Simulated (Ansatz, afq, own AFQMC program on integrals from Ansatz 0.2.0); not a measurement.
**AlO, quartet: AFQMC among the cluster methods**

```xyz
2

Al    0.0000    0.0000    0.0000
O     0.0000    0.0000    1.7841
```

Basis 6-31G. Only valence electrons are correlated. Integrals, coupled cluster, full CI and functionals: Ansatz 0.2.0; the random walks run on the same integrals in our own AFQMC program. ph-AFQMC/CISD is guided by a CISD state made of CCSD amplitudes; releasing the constraint for a short imaginary time cuts its bias at the price of noise, slowly where states lie close. Error bars are statistical, one sigma.

Determinant: UHF, the one that the program's search chose, which needn't be the lowest solution. The geometry is a point of a scan.

Full CI on the same integrals is exact in this basis and with this determinant's frozen core.

Cautions: lower spins were not checked; the released energies are still falling, so no released level is given (meV from the phaseless value at times in 1/Eh: -4 ± 3 at 0.24, -3 ± 4 at 0.51, -8 ± 3 at 0.99, -10 ± 4 at 1.62, -17 ± 5 at 2.40); the determinant fills πx and πy unequally, so it mixes two states of the linear molecule, and each level undoes that mixture to a different degree, while full CI gives the lower state.

- T1 diagnostic: 0.0266
- weight of the determinant in the CISD state: 0.916
- ⟨S²⟩ of the determinant: 3.758
- size of the correlated space: 9 electrons in 16 orbitals

```csv
level,correlation energy (eV)
MP2,-2.6922
CCSD,-3.0039
CCSD(T),-3.0976
```

Question: Estimate where full CI lies against CCSD(T) on the same integrals.

Answer: 4.22 kcal/mol below CCSD(T).

Reference: full CI, correlation energy -3.280 eV. The cautions show a poor starting determinant, so the rows tell how each method copes with it here, and full CI is the sure value.

| level | E − E(reference) (kcal/mol) | share of correlation (%) |
| --- | --- | --- |
| CCSD(T) | 4.22 | 94.43 |
| ph-AFQMC/HF | 3.85 ± 0.54 | 94.92 |
| ph-AFQMC/CISD | 3.98 ± 0.09 | 94.74 |
